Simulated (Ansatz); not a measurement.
Worked example: ideal-gas entropy of C2ClF3 (chlorotrifluoroethylene)

A singlet with charge 0, relaxed at HF/6-31G* (Cartesian functions) (Ansatz 0.2.0):

```xyz
6

F     0.7517   -1.6262    0.1193
C    -0.0818   -0.6387    0.2356
F    -1.1582   -0.9740    0.8765
C     0.1452    0.5550   -0.2418
F     1.2679    0.8094   -0.8812
Cl   -0.9248    1.8746   -0.1084
```

Harmonic wavenumbers in cm⁻¹: 193, 204, 367, 429, 498, 564, 670, 761, 1174, 1360, 1514, 2061.

Masses in u: F 18.998, C 12.011, Cl 35.45. Take T = 298.15 K, p = 1 bar, R = 8.3145 J/(mol K), kT/hc = 207.22 cm⁻¹, rigid rotor and harmonic oscillator.

**Question.** Work out S° at 298 K.

**Answer.** 
1. Translation (Sackur–Tetrode): S = R[3/2 ln M + 5/2 ln T − 1.1517] with M = 116.466 gives 168.2 J/(mol K).
2. Rotation: principal moments 109.428, 222.661, 332.089 u Å² give A, B, C = 0.1541, 0.0757, 0.0508 cm⁻¹; the symmetry number is σ = 1; q = (√π/σ)√((kT/hc)³/ABC) = 217191; S = R(ln q + 3/2) = 114.6.
3. Vibration: with u = ν̃/207.22, each mode gives R[u/(eᵘ − 1) − ln(1 − e⁻ᵘ)]; the sum is 33.9, most from 193 cm⁻¹ (9.2), 204 cm⁻¹ (8.8), 367 cm⁻¹ (4.6).
4. Spin: R ln 1 = 0.0.
5. Sum: 168.2 + 114.6 + 33.9 + 0.0 = 316.7 J/(mol K).

The tabulated value is 322.1 J/(mol K) (CRC Handbook of Chemistry and Physics): the model is off by -5.4. Where a soft mode is a torsion, a harmonic oscillator describes it poorly. Unscaled Hartree–Fock wavenumbers run high.
